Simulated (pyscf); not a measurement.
Single points on ωB97X-D3(BJ)/def2-SVP structures (PySCF, gas phase).

Question: Estimate by transition-state theory (the high-pressure limit) the rate constant of F–Mo(F)(F)(F)(SH)–SH (SMILES [F][Mo]([F])([F])([F])([SH])[SH]) -> F–Mo(F)(F)(F)=S (SMILES [F][Mo]([F])([F])([F])=[S]) + H₂S (SMILES S) (singlet surface; H–S, Mo–S broken, H–S formed) at 600 K, with ωB97M-D3(BJ)/def2-TZVP energies (ideal gas, 1 atm, RRHO with modes under 100 cm⁻¹ raised to 100, one conformer, R ln 2 for chiral ones without a mode under 150 cm⁻¹; no tunnelling).

Answer: The electronic barrier is 24.3 kcal/mol and the thermal terms add -4.0, so ΔG‡ = 20.2 kcal/mol. With k_BT/h = 1.25e+13 s⁻¹ and RT = 1.192 kcal/mol, k = 5.3e+05 s⁻¹. Wigner's tunnelling factor for 1202i cm⁻¹ would be 1.35. A shift of 1 kcal/mol in the barrier changes k by a factor 2.3. On the product side the descent ends in an adduct with a Mo–S contact, 1.5 kcal/mol over the separated species and 33.7 kcal/mol under the saddle at ωB97X-D3(BJ)/def2-TZVP. What is counted as broken (Mo–S) persists as a longer contact in the product adduct; parting that adduct is a step of its own. The same reactants have a lower exit, to SH• + [F–Mo(F)(F)(F)–SH]• (no saddle counted: cutting one bond costs +18.3 kcal/mol at ωB97M-D3(BJ)/def2-TZVP, against +24.3 kcal/mol here). This is the saddle that the search found; another between the same sides may lie lower. Elements past Kr carry the def2 core potentials, without spin-orbit coupling.
